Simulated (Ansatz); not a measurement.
A run of Ansatz (development build ahead of 0.2.0) on triplet CH₃F at this shape:

```yaml
atoms:
  - { symbol: C, position_ang: [0.5864, -0.0018, -0.1974] }
  - { symbol: F, position_ang: [-0.7058, 0.0022, 0.2376] }
  - { symbol: H, position_ang: [0.8299, -0.9776, -0.6498] }
  - { symbol: H, position_ang: [0.7334, 0.7885, -0.9523] }
  - { symbol: H, position_ang: [1.2703, 0.1804, 0.6483] }
```

Its results:

* Converged: yes
* Reference energy: -138.54171 hartree
* Correlation energy: -0.32812 hartree
* Total energy: -138.86983 hartree
* Spin squared of the determinant: 2.008
* Stability test: minimum

Forces (eV/Å):
```tsv
atom	Fx	Fy	Fz
C1	-8.450	-1.856	-8.143
F2	3.540	0.215	0.130
H3	0.437	-1.056	0.919
H4	0.306	1.342	0.507
H5	4.168	1.356	6.588
```

(1) Which input gives this output? Name the method, the orbitals and the basis set, and write the input.

Results:

(1) UHF-MP2 in def2-SVP.

```yaml
crystal:
  periodic: [false, false, false]
  atoms:
    - { symbol: C, position_ang: [0.5864, -0.0018, -0.1974] }
    - { symbol: F, position_ang: [-0.7058, 0.0022, 0.2376] }
    - { symbol: H, position_ang: [0.8299, -0.9776, -0.6498] }
    - { symbol: H, position_ang: [0.7334, 0.7885, -0.9523] }
    - { symbol: H, position_ang: [1.2703, 0.1804, 0.6483] }
basis:
  gaussian: { orbitals: def2-SVP }
magnetization:
  spin_polarized: true
  initial_magnetization: 2
hamiltonian:
  xc: hf
correlation:
  method: mp2
  frozen_orbitals: { C: 1, F: 1, H: 0 }
output:
  forces: true
```

Caution: another spin multiplicity may lie lower; MP2 forces lie far from those of the mean fields; the determinant breaks the point group.
